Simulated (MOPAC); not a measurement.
MOPAC input (MNDO):

```
MNDO PRECISE GNORM=0.05 LET XYZ CHARGE=-1 GEO-OK AUX(PRECISION=9) THREADS=1
C2H6N

C     1.16910222 1   -0.36617596 1    0.02828903 1
C    -0.10408161 1    0.53431809 1    0.00128847 1
N    -1.34669152 1   -0.13737348 1    0.07933010 1
H     2.11280067 1    0.21329900 1    0.02223681 1
H     1.14463869 1   -1.00560646 1    0.91783451 1
H     1.17011329 1   -1.02478128 1   -0.84891733 1
H     0.06656603 1    1.21425004 1   -0.89406259 1
H    -0.00646576 1    1.21717278 1    0.86877351 1
H    -1.45093600 1   -0.66157262 1   -0.79864059 1
```

Q: What heat of formation does the run end on?

A: 17.19 kcal/mol.
